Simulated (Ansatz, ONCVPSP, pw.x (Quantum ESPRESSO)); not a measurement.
## Which W potential is closest to all-electron in the diamond crystal?

All use PBEsol, scalar-relativistic, no spin, cutoffs from each file’s atomic test, pw.x 7.5; 8³ k-points, Fermi–Dirac smearing 0.01 Ry. Δ is the rms difference from all-electron LAPW of the E(V) curves that follow from fits to the pressures, over ±6 % in volume. Mesh and smearing are coarse and serve the comparison alone. The files are a selection: those with a ghost or negative overlap were mostly not run, and those with noisy or unconverged pressures or nearly equal Δ are left out.

All-electron: a0 = 5.760 Å (V0 = 23.89 Å³/atom), B0 = 129.0 GPa.

Problem. Rank them by Δ, smallest first.
A. optimised norm-conserving Vanderbilt (ONCV), ONCVPSP 4.0.1.1 (patched build), PBEsol; core [Kr] 4d10 4f14, reference 5s2 5p6 5d4 6s2; waves: 5s+6s: rc 1.80 bohr, ncon 5, nbas 9, qcut 6 1/bohr, 2 projectors; 5p: rc 1.45 bohr, ncon 4, nbas 9, qcut 11 1/bohr, 2 projectors, debl 3.7 Ha; 5d: rc 2.85 bohr, ncon 4, nbas 9, qcut 6.7 1/bohr, 2 projectors, debl 3.5 Ha; local part: polynomial inside 1.00 bohr (lpopt 1, dvloc0 0 Ha); core correction: polynomial model core, fcfact 0.5.
B. optimised norm-conserving Vanderbilt (ONCV), ONCVPSP 4.0.1.1 (patched build), PBEsol; core [Kr] 4d10 4f14, reference 5s2 5p6 5d4 6s1 6p1; waves: 5s+6s: rc 1.90 bohr, ncon 4, nbas 9, qcut 4.8 1/bohr, 2 projectors; 5p+6p: rc 2.45 bohr, ncon 4, nbas 7, qcut 6.1 1/bohr, 2 projectors; 5d: rc 2.10 bohr, ncon 4, nbas 8, qcut 8.3 1/bohr, 2 projectors, debl 1.9 Ha; local part: polynomial inside 1.45 bohr (lpopt 5, dvloc0 3 Ha); core correction: polynomial model core, fcfact 0.2.
C. optimised norm-conserving Vanderbilt (ONCV), ONCVPSP 4.0.1.1 (patched build), PBEsol; core [Kr] 4d10 4f14, reference 5s2 5p6 5d4 6s2; waves: 5s+6s: rc 2.00 bohr, ncon 4, nbas 8, qcut 5.7 1/bohr, 2 projectors; 5p: rc 1.55 bohr, ncon 5, nbas 8, qcut 8 1/bohr, 2 projectors, debl 0.3 Ha; 5d: rc 1.55 bohr, ncon 4, nbas 9, qcut 5.5 1/bohr, local; f scattering state at 0.44 Ha: rc 1.65 bohr, ncon 4, nbas 7, qcut 7.4 1/bohr, 2 projectors, debl 1.6 Ha; local part: the d channel; core correction: Teter function, fcfact 4.25, rcfact 1.25. In the p channel the program set the typed energies aside and used -1.588, 0.250 Ha.

Solution. C (2.0 meV/atom), B (7.5 meV/atom), A (12.8 meV/atom).
